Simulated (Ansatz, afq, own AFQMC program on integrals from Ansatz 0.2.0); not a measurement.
H₂Cl, doublet in cc-pVTZ, levels against CCSDT(Q)

```xyz
3

H     0.0000    0.0000   -1.1123
H     0.0000    0.0000   -0.1863
Cl    0.0000    0.0000    1.2987
```

Basis cc-pVTZ. Noble-gas cores (and the filled d shells of Ga–Kr and In–Xe) are frozen. AFQMC by an in-house program on the Cholesky factors that Ansatz 0.2.0 writes for its CCSD(T) run. ph-AFQMC/CISD is guided by a CISD state made of CCSD amplitudes; releasing the constraint for a short imaginary time cuts its bias at the price of noise, slowly where states lie close. Uncertainties: one standard error, sampling alone.

Determinant: UHF, the one that the program's search chose, which needn't be the lowest solution. The geometry is a point of a scan.

No full CI on the walks' own integrals is used here; CCSDT(Q) serves as the reference and is uncertain by about the last step of the cluster series.

```
T1 diagnostic                               : 0.0147
weight of the determinant in the CISD state : 0.905
⟨S²⟩ of the determinant                     : 0.794
size of the correlated space                : 9 electrons in 57 orbitals
```

```tsv
level	correlation energy (eV)
MP2	-5.6954
CCSD	-6.4194
CCSD(T)	-6.6453
```

(1) Estimate where AFQMC with the constraint released lies against CCSD(T) on the same integrals.

(1) 0.55 ± 0.08 kcal/mol below CCSD(T).

Reference: CCSDT(Q), correlation energy -6.674 eV. The released energy is read at 2.40 1/Eh (meV from the phaseless value at times in 1/Eh: -3.8 ± 1.9 at 0.24, -5.3 ± 2.1 at 0.51, 1 ± 5 at 0.99, -5 ± 3 at 1.62, -3 ± 3 at 2.40).

| level | E − E(reference) (kcal/mol) | share of correlation (%) |
| --- | --- | --- |
| CCSD(T) | 0.66 | 99.57 |
| CCSDT | 0.21 | 99.86 |
| ph-AFQMC/HF | 0.40 ± 0.56 | 99.74 |
| ph-AFQMC/CISD | 0.18 ± 0.08 | 99.88 |
| released AFQMC | 0.11 ± 0.08 | 99.93 |

A walk keeps the symmetry of its determinant, which the program's search chose and which needn't be the lowest solution, so a lower state of the same spin and another symmetry isn't excluded. Released energies are given only where the last usable release times agree within the noise; a slower fall can still hide under it.
